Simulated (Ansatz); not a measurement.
# Carbon monoxide (CO): how energies converge with the basis set

The task here is to estimate one member of a computed series from the others.

Program: Ansatz 0.2.0, Gaussian basis. Level of theory: one geometry, several basis sets. These are calculated values, not measurements.

Levels to be run: PBE0-D4/def2-SVP; ωB97M-V/def2-SVP; PBE0-D4/def2-QZVPP; ωB97M-V/def2-QZVPP; CCSD(T)/cc-pV(D+d)Z; CCSD(T)/cc-pV(T+d)Z; CCSD(T)/cc-pV(Q+d)Z; the functionals' def2-TZVPP values are taken from earlier runs.

**The relaxed structure**

All runs share one geometry, relaxed beforehand with PBE0-D4 in a triple-zeta def2 set.

SMILES `[C-]#[O+]`, 2 atoms, charge 0, spin multiplicity 1.

Atoms are counted from 1 here; the program's logs count them from 0.

Bond lengths: C1–O2 1.123 Å.

As a file:

```xyz
2
charge 0, multiplicity 1
C     0.4799   -0.1551    0.2472
O    -0.4799    0.1551   -0.2472
```

Set-up of the first run:

The input, in.yaml:

```yaml
crystal:
  periodic: [false, false, false]
  atoms:
    - {symbol: C, position_ang: [0.479925, -0.155065, 0.247237]}
    - {symbol: O, position_ang: [-0.479925, 0.155065, -0.247237]}
basis:
  gaussian: {orbitals: def2-SVP}
hamiltonian: {xc: pbe0, dispersion: d4}
output: {orbitals: {seedname: orbitals}}
```

Among the steps run: PBE0-D4 in def2-SVP; ωB97M-V in def2-SVP; PBE0-D4 in def2-QZVPP; ωB97M-V in def2-QZVPP.

One table of the session follows, with a row left open; its other results are not shown here.

It belongs to the step «Density functionals: the series». 

```
functional       basis  HOMO (eV)  LUMO (eV)
   PBE0-D4    def2-SVP     -10.54      -0.44
   PBE0-D4  def2-TZVPP          ?          ?
   PBE0-D4  def2-QZVPP     -10.72      -0.68
   ωB97M-V    def2-SVP     -13.00       2.13
   ωB97M-V  def2-TZVPP     -13.24       1.77
   ωB97M-V  def2-QZVPP     -13.25       1.61
```

Q: Estimate the row for PBE0-D4, def2-TZVPP from the others.

**Answer.** HOMO (eV): -10.71; LUMO (eV): -0.62. In the column «HOMO (eV)» it lies between PBE0-D4, def2-QZVPP (-10.72) and PBE0-D4, def2-SVP (-10.54).
